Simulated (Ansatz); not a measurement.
in.yaml

```yaml
crystal:
  periodic: [false, false, false]
  atoms:
    - {symbol: B, position_ang: [0.000000, -0.188734, 0.770282]}
    - {symbol: N, position_ang: [0.000000, 0.083919, -0.707707]}
    - {symbol: H, position_ang: [0.000000, 0.858162, 1.572634]}
basis:
  gaussian: {orbitals: 6-31G}
magnetization: {spin_polarized: false, initial_magnetization: 3}
correlation: {active_space: {ras: {orbitals: [3, 3, 12], electrons: 9, max_holes: 3, max_particles: 3}, fixed_orbitals: true}}
accuracy: high
output: {forces: true}
```

```sh
$ ansatz run in.yaml --threads 1 --pin off --events-out ev --progress --plain --max-ram 2393MiB
```

The program prints:

```
482 factors; integrals over basis functions are off by at most 2.3e-9 eV
mean field evaluation 1: about -2162.7396 eV, gradient 1.0e1 eV
mean field evaluation 2: about -2162.7403 eV, gradient 1.0e1 eV
mean field evaluation 4: about -2164.1693 eV, gradient 1.2e0 eV
mean field evaluation 8: about -2164.2164 eV, gradient 1.9e-1 eV
mean field evaluation 16: about -2164.2179 eV, gradient 2.1e-8 eV
mean field evaluation 32: about -2163.3381 eV, gradient 3.8e0 eV
mean field -2164.21794302 eV, -79.5335424464 hartree, gradient 2.1e-8 eV, S^2 3.750000; 5 other end points of the search recorded, 0 dependent functions left out
reference -2164.21794302 eV, -79.5335424464 hartree; 8, 5 occupied and 12, 15 virtual orbitals, 482 factors
state -2167.26780933 eV, -79.6456229659 hartree
the calculation of the forces begins
Total energy: -2167.26780933 eV, -79.6456229659 hartree
Atom 0 at     0.000000    -0.188734     0.770282 Å, force    -0.000000     1.004623     2.317077 eV/Å
Atom 1 at     0.000000     0.083919    -0.707707 Å, force    -0.000000     0.284993    -1.252574 eV/Å
Atom 2 at     0.000000     0.858162     1.572634 Å, force     0.000000    -1.289616    -1.064503 eV/Å
Dipole moment:     0.000000    -0.069011     0.207686 e Å
```

Forces (eV/Å):
```
B    0.000  1.005  2.317
N    0.000  0.285 -1.253
H    0.000 -1.290 -1.065
```

Ran on 1 thread of Arm Neoverse V1, shared host: 5.5 s wall, 0.08 GiB peak host memory.
